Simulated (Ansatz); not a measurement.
Ideal-gas functions of C2H2O2S (`O=C1OCS1`) at 400 K and 1 bar, from an Ansatz frequency run at PBE0-D4/def2-TZVP.

Molar mass 90.1 g/mol, point group Cs (symmetry number 1), electronic degeneracy 1, moments of inertia 65.956, 108.688, 171.355 u Å². Harmonic wavenumbers (cm⁻¹, unscaled): 228, 423, 628, 654, 721, 823, 946, 1032, 1077, 1158, 1316, 1504, 1942, 3102, 3172.

Use S(trans) = R[1.5 ln M + 2.5 ln T − 1.1517]; rotational temperatures θ = 24.2544 K / I; S(rot) = R[ln(√π/σ · √(T³/θAθBθC)) + 1.5]; for each mode x = 1.438777 ν̃/T, S = R[x/(eˣ − 1) − ln(1 − e⁻ˣ)] and H = RT x/(eˣ − 1); 1 cm⁻¹ = 0.0119627 kJ/mol; R = 8.31446 J/(mol·K).

Question: By hand: the entropy, in J/(mol·K).

Answer: Translation 171.1. Rotation: θ = 0.3677, 0.2232, 0.1415 K, giving 110.5. Vibration, mode by mode: 10.19, 5.58, 3.11, 2.89, 2.39, 1.79, 1.26, 0.98, 0.86, 0.68, 0.42, 0.24, 0.06, 0.00, 0.00, in all 30.4. Electronic 0.0. Sum 312.0 J/(mol·K).

Question: By hand: H − E and G − E in kJ/mol, counted from the electronic energy.

Answer: Zero-point energy ½ × 18726 × 0.0119627 = 112.0; thermal vibration 7.9; translation, rotation and pV give 4 RT = 13.3. H − E = 133.2 kJ/mol, and G − E = 133.2 − 400 × 312.0/1000 = 8.4 kJ/mol.

Vibration gives 10 % of the entropy.
